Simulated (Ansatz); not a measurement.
in.yaml

```yaml
crystal:
  periodic: [false, false, false]
  atoms:
    - {symbol: P, position_ang: [0.063380, -0.251737, -0.004094]}
    - {symbol: O, position_ang: [-0.101494, 0.314593, -1.332054]}
    - {symbol: O, position_ang: [-0.024874, 0.282169, 1.338874]}
    - {symbol: H, position_ang: [0.058235, -1.736824, 0.017534]}
basis:
  gaussian: {orbitals: STO-3G}
correlation: {active_space: {window: {electrons: 6, orbitals: 3}}}
output: {forces: true}
```

```sh
$ ansatz run in.yaml --threads 1 --pin off --events-out ev --progress --plain --max-ram 2393MiB
```

Question: Roughly how long does this take on 1 thread of AMD EPYC, shared host, and how much host memory?

Answer: 0.64 s wall and 0.08 GiB.

```
252 factors; integrals over basis functions are off by at most 2.5e-5 eV
mean field evaluation 1: about -13190.5914 eV, gradient 3.9e1 eV
mean field evaluation 2: about -13190.6376 eV, gradient 4.0e1 eV
mean field evaluation 4: about -13196.6519 eV, gradient 1.8e0 eV
mean field evaluation 8: about -13196.6784 eV, gradient 1.4e-4 eV
mean field -13196.67563476 eV, -484.9688845492 hartree, gradient 2.7e-6 eV, S^2 0.000000; 0 other end points of the search recorded, 0 dependent functions left out
reference -13196.67563476 eV, -484.9688845492 hartree; 16, 16 occupied and 4, 4 virtual orbitals, 252 factors
state -13196.67563476 eV, -484.9688845492 hartree
the calculation of the forces begins
Total energy: -13196.67563476 eV, -484.9688845492 hartree
Atom 0 at     0.063380    -0.251737    -0.004094 Å, force     0.520770    -6.951930    -0.132639 eV/Å
Atom 1 at    -0.101494     0.314593    -1.332054 Å, force    -0.459083     2.267989    -4.609127 eV/Å
Atom 2 at    -0.024874     0.282169     1.338874 Å, force    -0.214260     2.441867     4.937244 eV/Å
Atom 3 at     0.058235    -1.736824     0.017534 Å, force     0.152573     2.242073    -0.195478 eV/Å
Dipole moment:     0.097779    -0.402711    -0.007054 e Å
```

Natural occupations: 2.0000 2.0000 2.0000.

Forces (eV/Å):
```
P    0.521 -6.952 -0.133
O   -0.459  2.268 -4.609
O   -0.214  2.442  4.937
H    0.153  2.242 -0.195
```
